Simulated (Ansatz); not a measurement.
# UMP2/6-31G(d) (Cartesian functions, masses H = 2.014102 u) run of AlNH3O (SMILES [NH2][Al][OH])

We compute molecular dynamics of AlNH3O. 

The calculation is run with Ansatz 0.2.0.

## Step 1: The molecule

AlNH3O: 6 atoms, total charge 0, spin state doublet. SMILES: `[NH2][Al][OH]`. The shape is that of a PBE0-D4/def2-TZVP optimisation. This is one conformer, not always the lowest. The run starts from this shape.

Bond lengths: N1–Al2 1.769 Å, Al2–O3 1.705 Å, N1–H4 1.009 Å, N1–H5 1.006 Å, O3–H6 0.956 Å. Angles: N1–Al2–O3 116.1°, Al2–N1–H4 124.1°, Al2–N1–H5 125.0°, Al2–O3–H6 122.8°, H4–N1–H5 110.9°.

## Step 2: A short trajectory at UMP2/6-31G(d) (Cartesian functions, masses H = 2.014102 u)

in.yaml reads:

```yaml
crystal:
  periodic: [false, false, false]
  atoms:
    - {symbol: "N", position_ang: [-0.923900, 0.240200, -0.760800]}
    - {symbol: Al, position_ang: [0.595200, 0.601300, 0.070700]}
    - {symbol: O, position_ang: [1.194100, -0.618500, 1.101200]}
    - {symbol: H, position_ang: [-1.434300, -0.623600, -0.657200]}
    - {symbol: H, position_ang: [-1.394700, 0.861600, -1.396800]}
    - {symbol: H, position_ang: [2.005700, -0.525100, 1.596800]}
basis:
  gaussian: {orbitals: "6-31G*"}
magnetization: {spin_polarized: true, initial_magnetization: 1}
correlation: {method: mp2}
md:
  timestep: 2 fs
  n_steps: 30
  ensemble: nve_milne
  temperature: 500
  initial_velocities: maxwell_boltzmann
  seed: 861
  masses: [{species: H, mass: 2.014102}]
```

Started as:

```sh
$ ansatz run in.yaml --threads 1 --pin off --max-ram 2610MiB --events-out events.jsonl --progress --plain --runs-dir runs
```

What values should one expect? Wanted: potential energy of the last frame.

Computed results:

Level: UMP2/6-31G* (Cartesian functions, masses H = 2.014102 u), 7 core orbitals frozen.

```
                          quantity          value
potential energy of the last frame  -373.39263 Eh
```

**Reading.** The run spans only 60 fs, so it is not equilibrated: the temperature averages 267 K over its second half, against 500 K at the start, as kinetic energy flows into the vibrations of a start near a minimum.
